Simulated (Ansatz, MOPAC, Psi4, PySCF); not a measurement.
Species: CH3O, charge 0, multiplicity 2. SMILES: O[CH2]
Geometry: optimised at B3LYP-D3(BJ)/def2-TZVP (Ansatz, a program for electronic structure).

Wanted: enthalpy of formation at 298 K, in kcal/mol. Set-up: non-relativistic; spin-orbit terms left out; valence correlation only; dispersion terms only where a functional's name holds one; 6-311+G** with 5d; six Cartesian d functions in 6-31G* and its kin unless marked 5d; UHF or UKS for open shells. CBS(X,Y): correlation extrapolated as X^-3; Hartree-Fock from the larger set. Ab initio and DFT rows: single points at B3LYP-D3(BJ) geometries (Ansatz), with unscaled harmonic terms from B3LYP/6-31G* at its own minima, enthalpies of formation by atomisation with measured atoms. Semi-empirical rows: MOPAC heats of formation at their own minima for 298 K.

Measured values: Active Thermochemical Tables 1.112 (ions: stationary electron), as tabulated in the package chemicals; they hold spin-orbit and core effects, anharmonicity. 

Value to compare with, the measured value: -3.8 kcal/mol.

| level | program | enthalpy of formation at 298 K (kcal/mol) | error |
|---|---|---|---|
| AM1 | MOPAC | -27.8 | -24.0 |
| HF/3-21G | Ansatz | 149.0 | 152.8 |
| HF/6-311+G** | Ansatz | 119.5 | 123.3 |
| PBE/def2-SVP | Ansatz | -15.9 | -12.1 |
| BP86/def2-SVP | PySCF | -21.0 | -17.2 |
| B3LYP/6-31G* | Ansatz | 1.6 | 5.4 |
| wB97X-D/6-31G* | Psi4 | 1.2 | 5.0 |
| PBE/def2-TZVPD | Ansatz | -14.9 | -11.1 |
| M06-2X/def2-TZVPD | PySCF | -3.4 | 0.4 |
| CCSD(T)/CBS(cc-pVTZ,cc-pVQZ) | Ansatz | -3.0 | 0.8 |

Among the 7 habitual levels, HF/3-21G lies farthest from the measured value (152.8 kcal/mol); 4 of 7 lie above it, and their mean absolute error is 48.5 kcal/mol, the median 17.2. One case shows no general order.

The levels are drawn from those run, B3LYP/6-31G* more often than the rest, none by its result; runs whose electronic state is in doubt are left out.
